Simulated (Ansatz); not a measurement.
Stepwise reaction of `NBN` with hydrogen, as a gas-phase model of exchange steps in deposition or etching. ΔE in kJ/mol; ΔG adds harmonic PBE0-D4 terms to CCSD(T)/CBS, at 1 bar.

Gas-phase electronic energies from Ansatz, PBE0-D4/def2-TZVP geometries. CCSD(T)/CBS is the MP2 limit (def2-TZVPP, def2-QZVPP) plus CCSD(T) − MP2 in def2-TZVPP, frozen cores. This one scheme is used for every species. Functionals use def2-TZVPP. B3LYP here is the variant with VWN-RPA as its local correlation; programs differ in this. One conformer a species, not always the lowest.

| step | reaction | PBE-D4 | B3LYP-D4 | ωB97M-V | CCSD(T)/CBS | ΔG(500 K) |
| --- | --- | --- | --- | --- | --- | --- |
| 1 | `NBN` + H₂ → `BN` + NH₃ | 71.9 | 71.0 | 70.4 | 67.9 | 68.5 |

**Question.** Give the row of step 2, `BN` + H₂ → BH₃ + NH₃. (Best estimate.)

**Answer.** The calculation gave: 
```json
{"step": "2", "reaction": "`BN` + H₂ → BH₃ + NH₃", "PBE-D4": "144.1", "B3LYP-D4": "136.2", "ωB97M-V": "135.2", "CCSD(T)/CBS": "130.3", "ΔG(500 K)": "126.6"}
```

**Question.** By hand: ΔE of the 2 steps together at CCSD(T)/CBS.

**Answer.** (67.9) + (130.3) = 198.2 kJ/mol, or 99.1 kJ/mol a step.

In ΔE each step is higher than the one before. All are uphill at CCSD(T)/CBS. ΔG lies between 68.5 and 126.6 kJ/mol a step. PBE-D4 differs from CCSD(T)/CBS by 4.0 to 13.8 kJ/mol a step. Isolated molecules leave out the surface, adducts and barriers. Largest T1 diagnostic: 0.012.
